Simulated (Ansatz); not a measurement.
H$_{3}$C–Cl, singlet: the ladder up to RCCSDT(Q)

Geometry: a PBE0/def2-TZVP stationary point for this spin, not checked as a minimum.

```xyz
5

C    -1.2243   -0.0112    0.0036
Cl    0.5488    0.0050   -0.0016
H    -1.5814    1.0160    0.0064
H    -1.5646   -0.5310    0.8960
H    -1.5699   -0.5280   -0.8886
```

Basis cc-pVTZ; Ansatz 0.2.0. Correlated methods freeze the noble-gas cores, which leaves 14 electrons in 100 orbitals. Prefix R: restricted or restricted open-shell reference. Active spaces: valence = (14e, 11o) chosen from the atoms' valence shells.

Full CI isn't at hand for all of this; RCCSDT(Q) serves as the reference, and is uncertain by the last step of the cluster series or more.

- UHF ⟨S²⟩: 0.000
- T1 diagnostic (RCCSD): 0.0076
- largest doubles amplitude (RCCSD): 0.040

```csv
level,E − E(RHF) (eV)
RMP2,-10.1380
RCCSD,-10.9680
RCCSD(T),-11.3800
```

Question: Estimate how far RCCSDT(Q) in cc-pVTZ lies from RCCSD(T). The table doesn't fix it; the size of (T) and the diagnostics are the guide.

Answer: RCCSDT(Q) in cc-pVTZ lies 35 meV below RCCSD(T), which is 8 % of the (T) step (-412 meV). The diagnostics are small and one determinant leads, so the series closes fast and only a small part of (T) is left.

The other levels:

| level | E − E(RCCSDT(Q)) (meV) | share of correlation (%) | wall time |
| --- | --- | --- | --- |
| BCCD(T) | 33 | 99.71 | 1.9 s (H100) |
| RCCSDT | 17 | 99.85 | – |
| CASSCF (valence space) | 9052 | 20.70 | – |
| NEVPT2 (valence space) | 2042 | 82.11 | 3.7 s (H100) |

The correlation energy at RCCSDT(Q), counted from RHF, is -11.415 eV. That run took 7.5 s on 2 threads of AMD EPYC 7R13 with a shared H100 80 GB, shared host.

Times hold each run's SCF and search for its determinant on a shared host, so for small cases they say little of a method's own cost; rows without a card ran on 1 thread of AMD EPYC 7R13.

Natural occupations of CASSCF (valence space) about the gap: 1.999 1.983 1.977 1.977 1.973 0.029 0.021 0.021 0.019; effectively unpaired electrons, Σ n²(2−n)², 0.02.

Atomization energy (electronic, same basis, no zero-point term; atoms at the same level, unrestricted beside the R rows where the molecule is a closed shell, with restricted open-shell steps beyond CCSDT(Q)) at RCCSDT(Q): 1611.6 kJ/mol. Errors of other levels:

| level | error (kJ/mol) |
| --- | --- |
| RHF | -374.5 |
| RMP2 | 13.3 |
| RCCSD | -19.9 |
| RCCSD(T) | 0.0 |
| BCCD(T) | 0.4 |
| RCCSDT | -1.2 |
| CASSCF (valence space) | -169.1 |
| NEVPT2 (valence space) | -31.0 |

This basis is far from its limit, so the value isn't to be set against a measured one.
